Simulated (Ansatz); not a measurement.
The same path of CH$_{2}$BN (5 atoms, charge 0, multiplicity 1) was run 3 times with different band settings. The coordinate that changes most is the angle B1–C2–N3.

Level of theory: RKS r2SCANh/def2-SVP (Ansatz 0.2.0).

Relaxed end points:

```xyz
5
Properties=species:S:1:pos:R:3
B -1.975 0.045 0.694
C -0.565 -0.263 0.423
N 0.531 -0.002 -0.194
H 0.767 -0.413 -1.103
H 1.242 0.634 0.180
```

```xyz
5
Properties=species:S:1:pos:R:3
B -1.915 -0.151 0.832
C -0.714 0.228 0.078
N 0.520 0.032 -0.218
H 0.818 -0.577 -0.986
H 1.292 0.468 0.295
```

Common settings: movable images 9; start path IDPP; force threshold 0.05 eV/Å; iteration limit 60; end points relaxed.

| run | climbing image | spring | optimiser |
| --- | --- | --- | --- |
| 1 | yes | 5.0 eV/Å² | quadratic models (default) |
| 2 | from the first iteration | 5.0 eV/Å² | fire |
| 3 | yes | 0.5 eV/Å² | quadratic models (default) |

Q: What does each run give, and how far can it be trusted?

A: Run 1: converged after 7 iterations, highest image 0.110 eV above the first end. A vibrational analysis at the climbing image gives one clearly imaginary mode, 411i cm⁻¹: a first-order saddle point.
Run 2: converged after 20 iterations, highest image 0.111 eV above the first end. Another band between the same ends (9 images) ends at a top of the same energy, where a vibrational analysis finds 1 clearly imaginary mode.
Run 3: converged after 7 iterations, highest image 0.110 eV above the first end. Another band between the same ends (9 images) ends at a top of the same energy, where a vibrational analysis finds 1 clearly imaginary mode.
